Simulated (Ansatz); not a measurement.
# BH2+ (triplet): the correlation ladder at distance B1–H2 = 1.018 Å, cc-pVTZ

Aim: climb from Hartree-Fock through coupled cluster and multireference methods for BH2+ (triplet) at one geometry and basis, and see what each rung misses.

Program: Ansatz 0.2.0, Gaussian basis. Level of theory: cc-pVTZ, core rule «outside noble gas», up to 1 orbitals frozen. These are calculated values, not measurements.

The runs, in order: UHF; CCSD(T) on ROHF; CCSD(T) on UHF; BCCD(T) on ROHF; CISD; CCSDT(Q) on ROHF; CCSDT(Q) on UHF; CASSCF and MRCISD+Q, 4 electrons in 4 orbitals; CASSCF and NEVPT2, 4 electrons in 4 orbitals; CASSCF and MRCISD+Q, 4 electrons in 6 orbitals; CASSCF and NEVPT2, 4 electrons in 6 orbitals; Full CI.

12 further runs of the same task are left out: 9 that didn't finish, 3 set aside as unsound or not needed.

### Step 1. The geometry

The geometry derives from a PBE0/def2-TZVP stationary point (not a proven minimum). One bond is set to the value named and the two fragments are kept rigid.

3 atoms, charge 1, spin multiplicity 3.

Atoms are counted from 1 here; the program's logs count them from 0.

Bond lengths: B1–H2 1.018 Å, B1–H3 1.291 Å. Angles: H2–B1–H3 66.8°.

### Step 2. UHF

Contents of in.yaml:

```yaml
crystal:
  periodic: [false, false, false]
  atoms:
    - {symbol: B, position_ang: [0.000000, 0.011803, -0.151473]}
    - {symbol: H, position_ang: [0.000000, 0.572154, 0.698428]}
    - {symbol: H, position_ang: [0.000000, -0.698753, 0.926249]}
basis:
  gaussian: {orbitals: cc-pVTZ}
total_charge: 1
magnetization: {spin_polarized: true, initial_magnetization: 2}
hamiltonian: {xc: hf}
output: {orbitals: {seedname: orbitals}}
```

Launch:

```bash
$ ansatz run in.yaml --threads 1 --pin off --events-out ev --progress --plain --max-ram 2393MiB
```

After this run come: CCSD(T) on ROHF; CCSD(T) on UHF; BCCD(T) on ROHF; CISD; CCSDT(Q) on ROHF; CCSDT(Q) on UHF; CASSCF and MRCISD+Q, 4 electrons in 4 orbitals; CASSCF and NEVPT2, 4 electrons in 4 orbitals; CASSCF and MRCISD+Q, 4 electrons in 6 orbitals; CASSCF and NEVPT2, 4 electrons in 6 orbitals; Full CI.

Q: Predict the results of all the runs planned. Wanted: FCI below the RHF energy; RMP2 from FCI; UMP2 from FCI; RCCSD from FCI; RCCSD(T) from FCI; UCCSD(T) from FCI; RCCSDT(Q) from FCI; UCCSDT(Q) from FCI; NEVPT2 pair from FCI.

**Answer**, as computed:

```
                         quantity                                                                                                                                                value
         FCI below the RHF energy                                                                                                                                           -1.9421 eV
                    RMP2 from FCI                                                                                                                                       +9.43 kcal/mol
                    UMP2 from FCI                                                                                                                                       +9.67 kcal/mol
                   RCCSD from FCI                                                                                                                                       +1.00 kcal/mol
                RCCSD(T) from FCI                                                                                                                                       +0.20 kcal/mol
                UCCSD(T) from FCI                                                                                                                                       +0.19 kcal/mol
               RCCSDT(Q) from FCI                                                                                                                                        0.00 kcal/mol
               UCCSDT(Q) from FCI                                                                                                                                       -0.01 kcal/mol
             NEVPT2 pair from FCI                                                                                                                                       +9.97 kcal/mol
           MRCISD+Q pair from FCI                                                                                                                                       -0.05 kcal/mol
          NEVPT2 valence from FCI                                                                                                                                       +6.41 kcal/mol
levels within 1 kcal/mol (43 meV)  CISD, RCCSD, UCCSD, RCCSD(T), UCCSD(T), BCCD(T), RCCSDT, UCCSDT, RCCSDT(Q), UCCSDT(Q), MRCISD pair, MRCISD+Q pair, MRCISD valence, MRCISD+Q valence
                    T1 diagnostic                                                                                                                                                0.020
   effectively unpaired electrons                                                                                                                                                 2.01
```

**Reading.** RCCSD(T) misses by +0.20 kcal/mol, 0.5 % of the correlation energy. MRCISD+Q pair falls below full CI: the +Q correction isn't variational, and the cores differ from full CI's. One determinant dominates. Of the multireference levels listed MRCISD+Q pair comes nearest in total energy (-0.05 kcal/mol), which doesn't show that its space is the better one. These misses are within one basis, not against nature; the frozen cores of restricted and unrestricted runs differ, which can shift their rows.
